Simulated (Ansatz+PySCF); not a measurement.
doublet CH4(+): levels of theory in one basis

```xyz
5

C     0.0000    0.0000    0.2057
H    -0.5243    0.0000   -0.8028
H     0.5243    0.0000   -0.8028
H     0.0000   -0.9633    0.7000
H     0.0000    0.9633    0.7000
```

Basis set: cc-pVTZ (spherical functions). Left uncorrelated: 1 orbital. Correlation on ROHF uses semicanonical orbitals with singles. Charge 1, multiplicity 2.

Computed with Ansatz (development build ahead of 0.2.0); each method stands on the lowest determinant of its kind that the runs found.

```tsv
method	E − E(ROHF) (eV)	<S²> of the determinant
ROHF	0.00	0.75
UHF	-0.10	0.76
ROHF-MP2	-4.45	–
UHF-MP2	-4.44	0.76
```

Q: What does ROHF-CCSD(T) give on the same scale?

A: -5.15 eV.

Q: Is a single determinant a sound starting point here?

A: By this sign, yes. Unrestricted orbitals gain 0.10 eV and <S²> is 0.76 against 0.75 for a pure state.

Caution for ROHF-MP2, UHF-MP2: MP2 on this radical cation hangs on the determinant chosen.
